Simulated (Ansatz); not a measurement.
Seven cases of bond dissociation energy with Al to Br (electronic energies, kcal/mol); geometries: B3LYP-D3(BJ)/def2-TZVP. The cases were drawn at random from those of this class that have a high level and all functionals, leaving out states under which another spin lies or may lie. Left out are anions, K, Ca, elements past Kr, ionisation of Li, Na and Mg, pi-pi* triplets of linear molecules and other triplets made from a closed-shell parent. Runs that doubt their state, and full CI more than 15 mEh from coupled cluster, are set aside; a case stays where another high level and all functionals remain. AFQMC serves as high level only in triple zeta or larger, with a steady walk, a bar under 0.8 kcal/mol and agreement with other high levels or trials where they ran; where none ran, an unstable determinant or (outside 3d species) a high T1 diagnostic also bars it, so strongly correlated cases are thinned. No case was kept or dropped by the size of a functional's miss. High levels with a bar over 0.5 kcal/mol are left out too, and the seventh case lies inside the range of the six. Affinities count positive where energy is released, gaps as the second state minus the first. B3LYP is by Ansatz (an electronic-structure program) in def2-TZVPD. High levels (Ansatz): P = CCSD(T)/CBS(cc-pV(T+d)Z,cc-pV(Q+d)Z) + [CCSDT(Q) - CCSD(T)]/cc-pV(D+d)Z + core + X2C. Radicals and triplets start from unrestricted determinants; spin-orbit coupling is neglected. CBS(X,Y): correlation extrapolated as X^-3, Hartree-Fock from the larger set. A bracket is a step between two methods taken in the basis named. Functionals run without relativity, which enters their misses. '+ core + X2C': CCSD(T) terms for core correlation (cc-pwCVTZ, 1s frozen past Ne) and scalar relativity (cc-pVTZ-DK). For partners of very few electrons the exact lower level stands in for a higher one. The UHF reference of CH3OSi (O=C[SiH2], doublet) is spin-contaminated (<S^2> up to 0.11 over the pure value in the sets run). The UHF reference of C2H3 ([CH]=C, doublet) is spin-contaminated (<S^2> up to 0.19 over the pure value in the sets run).

```
case                                                                                                                      B3LYP  level  high level
------------------------------------------------------------------------------------------------------------------------  -----  -----  ----------
Si2H5Cl (chloro(silyl)silane, SMILES [SiH3][SiH2]Cl) → Si2H5 (SMILES [SiH2][SiH3], doublet) + Cl (doublet)                101.7      P       108.9
H5SiPO (SMILES O[SiH2]P) → H4SiPO (SMILES P[SiH]O, doublet) + H (doublet)                                                  92.4      P        96.0
H5SiPO (hydroxysilylphosphane, SMILES O[SiH2]P) → SiPH4 (SMILES P[SiH2], doublet) + HO (SMILES [OH], doublet)             118.2      P       126.8
Si2H5Cl (chloro(silyl)silane, SMILES [SiH3][SiH2]Cl) → SiH3 (SMILES [SiH3], doublet) + SiH2Cl (SMILES [SiH2]Cl, doublet)   72.3      P        79.7
BN2H4Cl (SMILES NB(N)Cl) → BNH2Cl (SMILES N[B]Cl, doublet) + NH2 (SMILES [NH2], doublet)                                  126.7      P       134.0
CH3ClOSi (SMILES Cl[SiH2]C=O) → CH3OSi (SMILES C(=O)[SiH2], doublet) + Cl (doublet)                                       101.6      P       110.3
C2H6Si (ethenylsilane, SMILES C=C[SiH3]) → SiH3 (SMILES [SiH3], doublet) + C2H3 (SMILES C=[CH], doublet)                   93.4      P    withheld
```

Fit a straight line from B3LYP to the high level over the first six rows by least squares, predict the seventh, and compare with the calculation.

Means: B3LYP 102.15, high level 109.28. Sxx = 1846.9, Sxy = 1900.13, slope 1.0288, intercept +4.19 kcal/mol; residual standard deviation 2.0 kcal/mol. Seventh row: 1.0288·(93.4) +4.19 = 100.3 kcal/mol. The calculation gave 100.7 kcal/mol: the line differs from it by -0.4, B3LYP itself by -7.3.
